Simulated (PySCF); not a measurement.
GeH2, triplet: vertical spin and charge gaps

Geometry (PBE0/def2-TZVP stationary point for this spin, not checked as a minimum):

```xyz
3

Ge    0.0000   -0.0208    0.0000
H     0.0000    0.7490   -1.3344
H     0.0000    0.7490    1.3344
```

Basis cc-pVDZ; PySCF 2.14.0. Only valence electrons are correlated (noble-gas cores and the filled d shells of p-block atoms frozen). Prefix R: restricted or restricted open-shell reference. No spin–orbit coupling is included, and no scalar relativity.

Gaps are energies of the second state less the first, at fixed atoms, for a selection of the levels run; mean-field and cluster levels share one orbital occupation for each state, and full CI takes the lowest of the symmetries tried.

Singlet less triplet: -0.434 eV at full CI (triplet B1, singlet A1, in C2v).

```
   level  gap (eV)  error (meV)
     RHF     0.058          492
    RMP2    -0.268          166
   RCCSD    -0.423           11
RCCSD(T)    -0.431            3
  RCCSDT    -0.432            2
```

Wrong sign: RHF.

Removing an electron, to the doublet: 7.829 eV at full CI (triplet B1, doublet ion A1, in C2v).

```tsv
level	gap (eV)	error (meV)
RHF	7.520	-309
RMP2	7.798	-31
RCCSD(T)	7.827	-2
RCCSDT	7.828	-1
PBE	7.960	131
r2SCAN	8.161	332
PBE0	8.014	185
B3LYP	7.940	111
wB97M-V	7.854	25
B2PLYP	7.824	-5
```

Removing an electron, to the quartet: 12.261 eV at full CI (triplet B1, quartet ion A2, in C2v).

```
   level  gap (eV)  error (meV)
     RHF    11.853         -408
   RCCSD    12.256           -5
RCCSD(T)    12.260           -1
  RCCSDT    12.262            1
     PBE    12.301           40
  r2SCAN    12.376          115
    PBE0    12.394          133
   B3LYP    12.470          209
 wB97M-V    12.495          234
  B2PLYP    12.325           64
```

Quintet less triplet: 7.703 eV at full CI (triplet B1, quintet A2, in C2v).

```tsv
level	gap (eV)	error (meV)
RHF	7.440	-263
RMP2	7.651	-52
RCCSD(T)	7.706	3
RCCSDT	7.705	2
PBE	7.447	-256
revPBE	7.486	-217
r2SCAN	7.533	-170
B3LYP	7.694	-9
wB97M-V	7.875	172
B2PLYP	7.721	18
```

In so small a basis the reference is far from its limit while semilocal and hybrid functionals are nearer theirs (RPA and double hybrids share part of the reference's basis error), so the functionals' errors here hold much of the reference's basis and frozen-core error, which can add to them or hide them.

Full CI is exact within this basis and frozen core; it isn't the basis-set limit.
